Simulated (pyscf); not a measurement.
## Insertion: PbH₂ [singlet] + H₂O → HO–PbH₃

Gas phase, singlet surface, charge 0. Bonds broken: O4–H5. Bonds formed: Pb1–O4, Pb1–H5. Structures and frequencies: ωB97X-D3(BJ)/def2-SVP in PySCF. MP2 and CC: frozen core, UHF for open shells. ΔMP2 is the change of the MP2 total energy from the triple- to the quadruple-zeta basis.

Transition state (Å):

```xyz
6

Pb     1.1161     0.3644    -0.1894
H      1.0245     1.8228    -1.1740
H      1.6109     0.9163     1.4192
O     -1.0008    -0.3842    -0.0244
H      0.3487    -1.1954    -0.4702
H     -1.2698    -0.5823     0.8849
```

One imaginary mode, 1334i cm⁻¹; descent along it reached the two sides named, in the forms told below.

| bond | change | reactant side (Å) | saddle | product side |
|---|---|---|---|---|
| O4–H5 | breaks | 0.968 | 1.636 | 3.1 |
| Pb1–O4 | forms | 2.554 | 2.251 | 2.091 |
| Pb1–H5 | forms | 2.9 | 1.761 | 1.753 |

Electronic energies relative to the separated reactants (kJ/mol):

| level | barrier | reaction energy | reverse barrier |
|---|---|---|---|
| ωB97X-D3(BJ)/def2-TZVP | 187.2 | +25.9 | 161.3 |
| PBE/def2-TZVP | 152.1 | +38.4 | 113.8 |
| r²SCAN/def2-TZVP | 159.1 | +30.0 | 129.2 |
| B3LYP-D3(BJ)/def2-TZVP | 185.0 | +49.0 | 136.0 |
| PBE0-D3(BJ)/def2-TZVP | 178.8 | +39.6 | 139.2 |
| M06-2X/def2-TZVP | 206.7 | +57.7 | 149.0 |
| ωB97M-D3(BJ)/def2-TZVP | 197.1 | +43.1 | 154.0 |
| HF/def2-TZVP | 285.5 | +78.4 | 207.1 |
| MP2/def2-QZVPP | 190.3 | +50.8 | 139.5 |
| CCSD/def2-TZVPP | 219.2 | +58.5 | 160.7 |
| CCSD(T)/def2-TZVPP | 197.8 | +48.6 | 149.2 |
| CCSD(T)/def2-TZVPP + ΔMP2(QZVPP) | 190.0 | +44.1 | 145.9 |

With CCSD(T)/def2-TZVPP + ΔMP2(QZVPP) energies and thermal terms (ideal gas, 1 atm, RRHO with modes under 100 cm⁻¹ raised to 100, one conformer, R ln 2 for chiral ones without a mode under 150 cm⁻¹), in kJ/mol:

```csv
T (K),ΔH‡,ΔG‡,ΔH,ΔG
298,182.0,221.1,+42.2,+80.9
600,183.3,260.4,+45.0,+119.4
900,186.3,298.3,+50.0,+155.6
1200,189.9,335.1,+55.7,+189.9
```

On the reactant side the descent ends in a bound adduct (not fully relaxed), 62.2 kJ/mol under the separated species and 249.4 kJ/mol under the saddle at ωB97X-D3(BJ)/def2-TZVP. The same reactants have a lower exit, to HO–PbH: [singlet] + H₂ (barrier +38.8 kJ/mol at ωB97M-D3(BJ), against +197.1 kJ/mol here). This is the saddle that the search found; another between the same sides may lie lower. The CCSD(T) − MP2 part came from Ansatz, without density fitting, on the same reference. The frozen core leaves the outer d or s,p core shells of the metals and heavy elements correlated in the MP2 and CC values, and def2-TZVPP describes them poorly, which can shift differences by a few kcal/mol. Elements past Kr carry the def2 core potentials, without spin-orbit coupling.
